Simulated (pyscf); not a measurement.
PySCF, gas phase, ωB97X-D3(BJ)/def2-SVP geometries.

Task: How much does it cost (ΔH, 298 K, ωB97M-D3(BJ)/def2-TZVP) to split `[F][W]([F])([F])(=[S])[SH]` at its S–W bond into [F–W(F)(F)=S]• + SH•?

Result: S–W to [F–W(F)(F)=S]• + SH•: 64.9 kcal/mol. The 7 functionals that were run give +63.8 (M06-2X) to +73.3 kcal/mol (ωB97X-D3(BJ)). The radicals are drawn with the spin at the cut bond; how far it spreads was not checked. Other isomers of [F–W(F)(F)=S]• were not searched in full and may lie lower. Left out: the spin-orbit lowering of SH. Open-shell species with a d-block atom are single-reference here; other states, and whether the spin sits on metal or ligand, were not checked. Elements past Kr carry the def2 core potentials, without spin-orbit coupling.
